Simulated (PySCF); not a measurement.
Simulated Cl 2p region for `CC(=O)Cl` (acetyl chloride), binding energy against the vacuum level.

Every computed line was given a Gaussian of 0.5 eV full width at half maximum and an area set by the number of equivalent atoms (split 2:1 within a doublet); the highest printed point is 100. Computed, not measured: PySCF, delta-SCF UKS SCAN, pcX-2 on the ionised atom, pcseg-1 elsewhere, spin-free X2C.

(binding energy (eV), intensity): (205.6, 1), (205.7, 3), (205.8, 8), (205.9, 21), (206.0, 44), (206.1, 72), (206.2, 95), (206.3, 100), (206.4, 84), (206.5, 57), (206.6, 31), (206.7, 13), (206.8, 5), (206.9, 1), (207.0, 0), (207.1, 0), (207.2, 0), (207.3, 1), (207.4, 2), (207.5, 7), (207.6, 15), (207.7, 28), (207.8, 42), (207.9, 50), (208.0, 48), (208.1, 36), (208.2, 22), (208.3, 11), (208.4, 4), (208.5, 1), (208.6, 0)

Question: Count the maxima, the lines and the sites behind this envelope.

Answer: The curve has 2 maxima (at 206.3 and 207.9 eV). Under it lie 2 lines from 1 inequivalent chlorine site, drawn as a 2p3/2, 2p1/2 pair.

Question: Decompose the envelope and assign each component. Numbering: `[CH3:1][C:2](=[O:3])[Cl:4]`.

Answer: 
| position (eV) | relative area | line | atoms | environment |
| --- | --- | --- | --- | --- |
| 206.27 | 0.67 | Cl 2p3/2 | Cl4 | chlorine bonded to C |
| 207.93 | 0.33 | Cl 2p1/2 | Cl4 | chlorine bonded to C |

No satellites, vibrations or lifetime broadening are included. The 2p values add to the ΔSCF energy of one spin-free hole a correction within the shell (spin–orbit coupling, ligand field). 2p1/2 minus 2p3/2 (ligand field included): Cl 1.65 eV. Geometry: PBE0-D3(BJ)/def2-SVP; no solvent, vibrations or thermal averaging.
